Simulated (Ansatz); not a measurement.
Input file:

```yaml
crystal:
  periodic: [false, false, false]
  atoms:
    - {symbol: Ge, position_ang: [0.000000, 0.000000, 0.000000]}
    - {symbol: Se, position_ang: [0.000000, 0.000000, 2.140400]}
basis:
  gaussian: {orbitals: cc-pVDZ}
total_charge: 1
magnetization: {spin_polarized: true, initial_magnetization: 1}
correlation: {method: bccd_t, electrons: valence}
accuracy: high
```

```sh
$ ansatz run in.yaml --threads 1 --pin off --events-out ev --progress --plain --max-ram 2393MiB
```

The program prints:

```
1010 factors; integrals over basis functions are off by at most 4.6e-9 eV
mean field evaluation 1: about -121763.4202 eV, gradient 1.9e1 eV
mean field evaluation 2: about -121763.5352 eV, gradient 1.9e1 eV
mean field evaluation 4: about -121766.7868 eV, gradient 1.8e0 eV
mean field evaluation 8: about -121766.8520 eV, gradient 2.4e-1 eV
mean field evaluation 16: about -121766.8570 eV, gradient 6.9e-4 eV
mean field evaluation 32: about -121766.8570 eV, gradient 1.2e-5 eV
mean field evaluation 64: about -121767.5112 eV, gradient 2.0e-8 eV
mean field evaluation 96: about -121766.8570 eV, gradient 1.4e-7 eV
mean field evaluation 128: about -121767.5112 eV, gradient 1.9e-8 eV
mean field evaluation 160: about -121766.8281 eV, gradient 7.0e-1 eV
...
cycle  11  -5.38629747 eV  change   -7.3e-7 eV  update   7.1e-7
cycle  12  -5.38629725 eV  change    2.2e-7 eV  update   3.6e-7
cycle  13  -5.38629749 eV  change   -2.4e-7 eV  update   1.7e-7
cycle  14  -5.38629747 eV  change    1.9e-8 eV  update   6.9e-8
cycle  15  -5.38629750 eV  change   -2.9e-8 eV  update   3.5e-8
cycle  16  -5.38629727 eV  change    2.2e-7 eV  update   1.0e-7
cycle  17  -5.38629729 eV  change   -1.2e-8 eV  update   4.1e-8
cycle  18  -5.38629727 eV  change    1.2e-8 eV  update   1.7e-8
cycle  19  -5.38629728 eV  change  -9.8e-10 eV  update   8.2e-9
cycle  20  -5.38629728 eV  change   -2.2e-9 eV  update   3.3e-9
perturbative correction -0.22674105 eV, -0.0083325800 hartree
Total energy: -121773.12426396 eV, -4475.0797759124 hartree
```

Ran on 1 thread of AMD EPYC, shared host: 1.7 min wall, 0.25 GiB peak host memory.
